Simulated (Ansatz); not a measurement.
# Si2H6 (disilane) at RPA@PBE/aug-cc-pVDZ

What is the energy change on altering one bond length of Si2H6 (disilane) at RPA@PBE/aug-cc-pVDZ? 

The calculation is run with Ansatz 0.2.0.

35 further runs of the same task are left out: 7 that didn't finish, 28 set aside as unsound or not needed. Runs told in other sessions of the task aren't counted.

### Step 1. The molecule

The species is Si2H6 (8 atoms), meant as a singlet with charge 0. SMILES: `[SiH3][SiH3]`. The shape is that of a PBE0-D4/def2-TZVP optimisation.

Bond lengths: Si1–Si2 2.338 Å, Si1–H3 1.488 Å, Si1–H4 1.488 Å, Si1–H5 1.488 Å, Si2–H6 1.488 Å, Si2–H7 1.488 Å, Si2–H8 1.488 Å. Some angles: Si1–Si2–H6 110.3°, Si1–Si2–H7 110.3°, Si1–Si2–H8 110.3°, Si2–Si1–H3 110.3°, Si2–Si1–H4 110.3°, Si2–Si1–H5 110.3°, H6–Si2–H7 108.7°, H6–Si2–H8 108.7°, H7–Si2–H8 108.7°, H3–Si1–H4 108.7°.

### Step 2. The energy at RPA@PBE/aug-cc-pVDZ

The input, run.yaml:

```yaml
crystal:
  periodic: [false, false, false]
  atoms:
    - {symbol: Si, position_ang: [-0.340500, 0.490200, -1.004900]}
    - {symbol: Si, position_ang: [0.363500, -0.504400, 0.991000]}
    - {symbol: H, position_ang: [0.833900, 0.948200, -1.794900]}
    - {symbol: H, position_ang: [-1.112900, -0.483900, -1.821900]}
    - {symbol: H, position_ang: [-1.208000, 1.664100, -0.717900]}
    - {symbol: H, position_ang: [1.139000, 0.468600, 1.806300]}
    - {symbol: H, position_ang: [1.228100, -1.680500, 0.704000]}
    - {symbol: H, position_ang: [-0.811000, -0.959200, 1.782600]}
basis:
  gaussian:
    orbitals: aug-cc-pVDZ
correlation:
  method: rpa
  frozen_orbitals: {H: 0, Si: 5}
hamiltonian:
  xc: pbe
accuracy: high
```

The run is started by

```bash
$ ansatz run run.yaml --threads 1 --pin off --max-ram 3480MiB --events-out events.jsonl --progress --plain --runs-dir runs
```

Output:

```text
Warning: RAYON_NUM_THREADS=1 ignored (pool sized by the plan → 1); use --threads N
Functional definition: PBE
  name "PBE"
  parameter kappa = 0.804
  parameter beta = 0.06672455060314922
  exchange = pbe_x(kappa = kappa, mu = beta*pi^2/3)
  correlation = pbe_c(beta = beta)
2209 factors; integrals over basis functions are off by at most 3.3e-9 eV
mean field evaluation 1: about -15842.2782 eV, gradient 1.8e1 eV
mean field evaluation 2: about -15842.2710 eV, gradient 1.8e1 eV
mean field evaluation 4: about -15843.7243 eV, gradient 3.3e0 eV
mean field evaluation 8: about -15843.7634 eV, gradient 2.0e-3 eV
mean field evaluation 16: about -15843.7634 eV, gradient 3.0e-8 eV
mean field -15843.76344871 eV, -582.2475674515 hartree, gradient 3.0e-8 eV, S^2 0.000000; 0 other end points of the search recorded, 0 dependent functions left out
10 core orbitals not correlated: weight in the atoms' cores, before any rotation towards them, 1.000 or more for the frozen orbitals, at most 0.000 for the correlated occupied ones
reference -15818.36562693 eV, -581.3142147165 hartree; 7, 7 occupied and 91, 91 virtual orbitals, 2209 factors
Total energy: -15831.28002871 eV, -581.7888102281 hartree
```

It took 14 s on 1 thread of Arm Neoverse V1, shared host; peak memory 0.37 GiB.

### Step 3. The distorted shape at the same level

The input, molecule.yaml:

```yaml
crystal:
  periodic: [false, false, false]
  atoms:
    - symbol: Si
      position_ang: [-0.080242, 0.138019, -1.091003]
    - symbol: Si
      position_ang: [0.623758, -0.856581, 0.904897]
    - symbol: H
      position_ang: [1.094158, 0.596019, -1.881003]
    - symbol: H
      position_ang: [-0.852642, -0.836081, -1.908003]
    - symbol: H
      position_ang: [-1.208000, 1.664100, -0.717900]
    - symbol: H
      position_ang: [1.399258, 0.116419, 1.720197]
    - symbol: H
      position_ang: [1.488358, -2.032681, 0.617897]
    - symbol: H
      position_ang: [-0.550742, -1.311381, 1.696497]
basis:
  gaussian:
    orbitals: aug-cc-pVDZ
magnetization:
  spin_polarized: false
hamiltonian:
  xc: pbe
correlation:
  method: rpa
  frozen_orbitals: {H: 0, Si: 5}
accuracy: high
```

The run is started by

```bash
$ ansatz run molecule.yaml --threads 1 --pin off --max-ram 3480MiB --events-out events.jsonl --progress --plain --runs-dir runs
```

Output (excerpt; [...] marks lines left out):

```text
Warning: RAYON_NUM_THREADS=1 ignored (pool sized by the plan → 1); use --threads N
[... 6 set-up lines as earlier in the session ...]
2206 factors; integrals over basis functions are off by at most 3.8e-9 eV
mean field evaluation 1: about -15841.5618 eV, gradient 1.7e1 eV
mean field evaluation 2: about -15841.5554 eV, gradient 1.7e1 eV
mean field evaluation 4: about -15842.7856 eV, gradient 5.2e0 eV
mean field evaluation 8: about -15842.9192 eV, gradient 4.6e-2 eV
mean field evaluation 16: about -15842.9192 eV, gradient 4.7e-7 eV
mean field -15842.91918008 eV, -582.2165411515 hartree, gradient 6.1e-8 eV, S^2 0.000000; 0 other end points of the search recorded, 0 dependent functions left out
10 core orbitals not correlated: weight in the atoms' cores, before any rotation towards them, 1.000 or more for the frozen orbitals, at most 0.000 for the correlated occupied ones
reference -15817.26763976 eV, -581.2738644321 hartree; 7, 7 occupied and 91, 91 virtual orbitals, 2206 factors
Total energy: -15830.39778710 eV, -581.7563884468 hartree
```

Wall time 14 s (1 thread of Arm Neoverse V1, shared host); peak memory 0.37 GiB.

### Step 4. Summary of results

Level: RPA@PBE/aug-cc-pVDZ, 10 core orbitals frozen.

```
                                                          quantity          value
                                         first shape: total energy  -581.78881 Eh
                     first shape: RPA correlation energy (valence)     -474.6 mEh
                                     distorted shape: total energy  -581.75639 Eh
                 distorted shape: RPA correlation energy (valence)     -482.5 mEh
energy change with the Si1–H5 bond stretched from 1.488 to 1.934 Å       0.882 eV
```

In words: With the Si1–H5 bond stretched from 1.488 to 1.934 Å the energy rises by 0.88 eV (20.3 kcal/mol). The first shape isn't relaxed at this level, so the change isn't measured from a minimum.
